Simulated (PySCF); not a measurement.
# P₃⁺: singlet, from a linear chain start

Aim: relax P₃⁺ as a singlet from a linear chain start, check by its vibrations whether the end is a minimum, and collect its spectrum and constants.

The runs use PySCF 2.14.0; PBE0, basis P def2-TZVP, no relativity, density fitting.

### Step 1. The system as given

3 atoms, charge 1, spin multiplicity 1.

Bond lengths: P1–P2 2.109 Å, P1–P3 2.109 Å. Angles: P2–P1–P3 180.0°.

```xyz
3
charge 1 multiplicity 1
P     0.0000    0.0000    0.0000
P     0.0000    0.0000    2.1090
P     0.0000    0.0000   -2.1090
```

### Step 2. Finding the electronic state

The steps below are one call of a driver around PySCF. For each, scf.py gives the equivalent set-up of the SCF; relaxations use the driver's own optimiser. After this first run the driver tries any further starts and a stability analysis.

Contents of scf.py:

```python
from pyscf import gto, scf, dft
mol = gto.M(atom='''
P      0.000000     0.000000     0.000000
P      0.000000     0.000000     2.109000
P      0.000000     0.000000    -2.109000''',
    basis={'P': 'def2-TZVP'},
    charge=1, spin=0)
mf = dft.RKS(mol, xc='PBE0')
mf.grids.atom_grid = (50, 194)
aux = {'P': 'def2-universal-JKFIT'}
mf = mf.density_fit(auxbasis=aux)
mf.conv_tol = 1e-08
mf.diis_space = 10
mf.max_cycle = 60
mf.init_guess = 'minao'
mf.verbose = 4
mf.kernel()
```

The run is started by

```bash
OMP_NUM_THREADS=2 python axn.py task.json out
```

Standard output:

```text
init E= -1023.66232818633
cycle= 1 E= -1023.25103208968  delta_E= 0.411  |g|= 0.294  |ddm|= 1.85
  HOMO = -0.4808002437937  LUMO = -0.440823155307683  gap/eV = 1.08783
cycle= 2 E= -1023.26871739309  delta_E= -0.0177  |g|= 0.17  |ddm|= 0.631
  HOMO = -0.452454177758712  LUMO = -0.410346698205872  gap/eV = 1.14580
cycle= 3 E= -1023.2717922857  delta_E= -0.00307  |g|= 0.059  |ddm|= 0.185
  HOMO = -0.45109657246522  LUMO = -0.408333495367989  gap/eV = 1.16364
cycle= 4 E= -1023.27258574245  delta_E= -0.000793  |g|= 0.0336  |ddm|= 0.08
  HOMO = -0.449655977068584  LUMO = -0.406309149687997  gap/eV = 1.17953
cycle= 5 E= -1023.27298526922  delta_E= -0.0004  |g|= 0.00225  |ddm|= 0.0308
  HOMO = -0.449506931565519  LUMO = -0.406020815818007  gap/eV = 1.18332
cycle= 6 E= -1023.27298742919  delta_E= -2.16e-06  |g|= 0.000785  |ddm|= 0.0038
  HOMO = -0.449633586498054  LUMO = -0.406119168979451  gap/eV = 1.18409
cycle= 7 E= -1023.27298768994  delta_E= -2.61e-07  |g|= 6.96e-05  |ddm|= 0.000913
  HOMO = -0.449632828041715  LUMO = -0.40610493107221  gap/eV = 1.18445
cycle= 8 E= -1023.27298769714  delta_E= -7.2e-09  |g|= 1.41e-05  |ddm|= 0.000227
  HOMO = -0.449634137256814  LUMO = -0.406105229777388  gap/eV = 1.18448
Extra cycle  E= -1023.27298769697  delta_E= 1.71e-10  |g|= 2.71e-05  |ddm|= 3.62e-05
converged SCF energy = -1023.27298769697
```

This step, with its further starts and checks, needed 8.3 s of wall time on 2 threads of Arm Neoverse V1, shared host.

The starts that the driver tried:

```tsv
start	energy (Eh)
the minimal-basis guess	-1023.272988
a thermally smeared density	-1023.272988
a smeared PBE density	-1023.272988
```

The test of internal stability and the other starts found no lower closed-shell solution.

### Step 3. Relaxing the singlet from the linear chain start

The program finds D∞h symmetry in the start, which this walk keeps.

Edit scf.py of step 2 so:

```diff
@@ -15 +14,0 @@
-mf.init_guess = 'minao'
```

The optimiser's trace:

```tsv
step	energy (Eh)	change (kJ/mol)	largest symmetric gradient (Eh/bohr)
0	-1023.272988	0.00	0.05833
1	-1023.291209	-47.84	0.00592
2	-1023.291311	-48.11	0.00252
3	-1023.291333	-48.16	0.00007
```

The walk took 5.3 s.

Positions (Å) and forces (eV/Å) along the way:

```
step 0
P    0.000   0.000   0.000   0.000   0.000   0.000
P    0.000   0.000   2.109   0.000   0.000  -3.000
P    0.000   0.000  -2.109   0.000   0.000   3.000
step 1
P    0.000   0.000   0.000   0.000   0.000   0.000
P    0.000   0.000   1.972   0.000   0.000  -0.304
P    0.000   0.000  -1.972   0.000   0.000   0.304
step 2
P    0.000   0.000   0.000   0.000   0.000   0.000
P    0.000   0.000   1.956   0.000   0.000   0.130
P    0.000   0.000  -1.956   0.000   0.000  -0.129
step 3
P    0.000   0.000   0.000   0.000   0.000   0.000
P    0.000   0.000   1.961   0.000   0.000  -0.003
P    0.000   0.000  -1.961   0.000   0.000   0.003
```

It settles in D∞h symmetry, 48.2 kJ/mol below the start, after 3 steps: P–P 1.961 Å (×2); P–P–P 180.0°.

### Step 4. Hessian and properties

The point is checked on the finer grid, and tightened if its gradient asks for it. The Hessian and the dipole derivatives come from central differences of analytic gradients, with steps of 0.02 bohr.

Edit scf.py of step 3 so:

```diff
@@ -4,2 +4,2 @@
-P      0.000000     0.000000     2.109000
-P      0.000000     0.000000    -2.109000''',
+P      0.000000    -0.000000     1.960951
+P     -0.000000     0.000000    -1.960951''',
@@ -9 +9 @@
-mf.grids.atom_grid = (50, 194)
+mf.grids.atom_grid = (75, 302)
@@ -12 +12 @@
-mf.conv_tol = 1e-08
+mf.conv_tol = 1e-10
```

This SCF starts from the last density.

Log of the central SCF (cycles and frontier levels):

```text
init E= -1023.29134745903
  HOMO = -0.458293343905659  LUMO = -0.413397365487162  gap/eV = 1.22168
cycle= 1 E= -1023.29134745873  delta_E= 3.04e-10  |g|= 2.91e-05  |ddm|= 3.49e-05
  HOMO = -0.458293244547532  LUMO = -0.413397241925315  gap/eV = 1.22168
cycle= 2 E= -1023.2913474555  delta_E= 3.23e-09  |g|= 9.21e-05  |ddm|= 0.000108
  HOMO = -0.458293296887497  LUMO = -0.413397305475849  gap/eV = 1.22168
cycle= 3 E= -1023.29134745903  delta_E= -3.53e-09  |g|= 1.09e-05  |ddm|= 8.54e-05
  HOMO = -0.458293316514606  LUMO = -0.413397329535329  gap/eV = 1.22168
cycle= 4 E= -1023.29134745907  delta_E= -4.18e-11  |g|= 1.82e-08  |ddm|= 9.62e-06
  HOMO = -0.4582933145377  LUMO = -0.413397327454389  gap/eV = 1.22168
Extra cycle  E= -1023.29134745907  delta_E= 1.36e-12  |g|= 1.5e-08  |ddm|= 1.14e-07
converged SCF energy = -1023.29134745907
```

The whole step took 17 s.

Geometry: D∞h; P–P 1.961 Å (×2); P–P–P 180.0°.

Modes, for the most abundant isotopes:

```
ω (cm⁻¹)  IR (km/mol)  μ (u)
      27          0.3  30.97
     134          2.7  30.97
     501          0.0  30.97
     684         46.5  30.97
```

No imaginary mode, so this is a minimum.

Here the density breaks the symmetry of the frame, and no labels are given; pairs that should be degenerate can split.

Properties at this point:

```
Dipole moment about the centre of mass                          : 0.00 D
Highest occupied level                                          : -12.47 eV
Lowest empty level                                              : -11.25 eV
Rotational constants                                            : 0.07077 cm⁻¹
Zero-point energy                                               : 8.0 kJ/mol
Principal polarisabilities                                      : 38.0, 38.2, 129.7 bohr³
Principal traceless quadrupole moments about the centre of mass : -14.38, -6.04, 20.42 D Å
Entropy at 298.15 K and 1 bar                                   : 275.8 J/(mol K)
Heat capacity Cp at 298.15 K                                    : 54.3 J/(mol K)
Enthalpy at 298.15 K above 0 K                                  : 13.66 kJ/mol
Rotational symmetry number                                      : 2
```

Charges (e) and bond orders:

```tsv
atom	Mulliken	Löwdin	polar tensor	Mayer order to P1
P1	0.29	0.18	-0.10	–
P2,3	0.36	0.41	0.55	2.00
```

Outer orbital energies (eV). occupied: -136.49, -26.39, -23.76, -18.51, -15.58, -14.86, -14.85, -12.47; empty: -11.25, -7.91, -7.85, -7.40.

Mulliken populations on P1: s 5.42, p 9.05, d 0.21, f 0.02.

### Step 5. A spin-polarised start

A stability analysis found the closed shell of the lowest minimum unstable towards spin polarisation, so the unrestricted solution is followed.

The program finds D∞h symmetry in the start, which may break.

Edit scf.py of step 4 so:

```diff
@@ -4,2 +4,2 @@
-P      0.000000    -0.000000     1.960951
-P     -0.000000     0.000000    -1.960951''',
+P      0.000000     0.000000     1.960951
+P     -0.000000    -0.000000    -1.960951''',
@@ -8,2 +8,2 @@
-mf = dft.RKS(mol, xc='PBE0')
-mf.grids.atom_grid = (75, 302)
+mf = dft.UKS(mol, xc='PBE0')
+mf.grids.atom_grid = (50, 194)
@@ -12 +12 @@
-mf.conv_tol = 1e-10
+mf.conv_tol = 1e-08
```

Steps of the walk:

```tsv
step	energy (Eh)	change (kJ/mol)	largest gradient (Eh/bohr)
0	-1023.319566	0.00	0.00302
1	-1023.319598	-0.08	0.00032
2	-1023.319598	-0.08	0.00001
```

The walk took 6 s.

End point (D∞h, 2 steps, 0.1 kJ/mol gained): P–P 1.967 Å (×2); P–P–P 180.0°.

### Step 6. Frequencies

As before: finer grid, then central differences.

Edit scf.py of step 5 so:

```diff
@@ -3,3 +3,3 @@
-P      0.000000     0.000000     0.000000
-P      0.000000     0.000000     1.960951
-P     -0.000000    -0.000000    -1.960951''',
+P     -0.000000     0.000000     0.000000
+P      0.000000    -0.000000     1.966613
+P     -0.000000     0.000000    -1.966613''',
@@ -9 +9 @@
-mf.grids.atom_grid = (50, 194)
+mf.grids.atom_grid = (75, 302)
@@ -12 +12 @@
-mf.conv_tol = 1e-08
+mf.conv_tol = 1e-10
```

SCF at the final geometry:

```text
init E= -1023.31961317816
[... the frontier-level lines of each cycle are left out ...]
cycle= 1 E= -1023.31961317793  delta_E= 2.24e-10  |g|= 1.92e-05  |ddm|= 2.54e-05
cycle= 2 E= -1023.31961317649  delta_E= 1.44e-09  |g|= 4.64e-05  |ddm|= 6.07e-05
cycle= 3 E= -1023.31961317819  delta_E= -1.69e-09  |g|= 6.09e-06  |ddm|= 4.52e-05
cycle= 4 E= -1023.31961317822  delta_E= -3.02e-11  |g|= 6.33e-07  |ddm|= 5.66e-06
Extra cycle  E= -1023.31961317822  delta_E= -3.87e-12  |g|= 6.34e-07  |ddm|= 2.87e-06
converged SCF energy = -1023.31961317822  <S^2> = 1.0800839  2S+1 = 2.3065853
```

The whole step needed 34 s of wall time on 2 threads of Arm Neoverse V1, shared host.

Geometry: D∞h; P–P 1.967 Å (×2); P–P–P 180.0°.

Harmonic modes (main isotopes):

| ω (cm⁻¹) | IR (km/mol) | type |
| --- | --- | --- |
| 87 | 1.2 | bend |
| 87 | 1.2 | bend |
| 487 | 0.0 | stretch |
| 570 | 49.8 | stretch |

Every mode is real; the point is a minimum.

The SCF density has lower symmetry than the nuclear frame, so the modes carry no labels; pairs that should be degenerate can split.

Properties at this point:

```
Dipole moment about the centre of mass                          : 0.00 D
Highest occupied level                                          : -13.18 eV
Lowest empty level                                              : -10.42 eV
Rotational constants                                            : 0.07036 cm⁻¹
Zero-point energy                                               : 7.4 kJ/mol
Principal polarisabilities                                      : 38.1, 38.1, 127.2 bohr³
Principal traceless quadrupole moments about the centre of mass : -10.25, -10.25, 20.50 D Å
Entropy at 298.15 K and 1 bar                                   : 270.5 J/(mol K)
Heat capacity Cp at 298.15 K                                    : 55.4 J/(mol K)
Enthalpy at 298.15 K above 0 K                                  : 13.74 kJ/mol
Rotational symmetry number                                      : 2
Spin squared ⟨S²⟩                                               : 1.080
```

Populations by atom (charges in e):

```tsv
atom	Mulliken	Löwdin	polar tensor	spin (Mulliken)	Mayer order to P1
P1	0.29	0.19	-0.11	0.00	–
P2,3	0.36	0.41	0.56	0.00	1.94
```

Outer orbital energies (eV). α occupied: -136.47, -26.33, -23.69, -18.49, -15.54, -15.17, -14.51, -13.18; empty: -10.42, -8.22, -7.42, -7.40. β occupied: -136.47, -26.33, -23.69, -18.49, -15.54, -15.17, -14.51, -13.18; empty: -10.42, -8.22, -7.42, -7.40.

Mulliken populations on P1: s 5.43, p 9.06, d 0.20, f 0.02.

### Step 7. The points found, side by side

| spin | group | bonds | imaginary modes (cm⁻¹) | ΔE (kJ/mol) | with zero-point energy |
| --- | --- | --- | --- | --- | --- |
| broken-symmetry (Ms = 0) | D∞h (density of lower symmetry) | P–P 1.967 Å (×2) | none | 0.0 | 0.0 |
| singlet | D∞h (density of lower symmetry) | P–P 1.961 Å (×2) | none | 74.2 | 74.9 |

### Step 8. Summary of results

| quantity | value |
| --- | --- |
| minimum | broken-symmetry (Ms = 0), D∞h |
| geometry | P–P 1.967 Å (×2); P–P–P 180.0° |
| wavenumbers (cm⁻¹) | 87, 87, 487, 570 |
| dipole moment (centre of mass) | 0.00 D |
| highest occupied, lowest empty level (either spin) | -13.18, -10.42 eV |
| polar-tensor charge of P1 | -0.11 e |
| zero-point energy | 7.4 kJ/mol |
| entropy at 298.15 K | 270.5 J/(mol K) |
| ⟨S²⟩ | 1.080 |

The linear chain start keeps its D∞h symmetry and ends in a minimum. The determinant is spin-contaminated (⟨S²⟩ = 1.08 against 0.00), so it is no pure spin state. The strongest infrared band lies at 570 cm⁻¹ (stretch). Only this shape and spin were tried, so other structures or states may lie lower. The SCF density has lower symmetry than the nuclear frame.

The search up to here took 74 s.
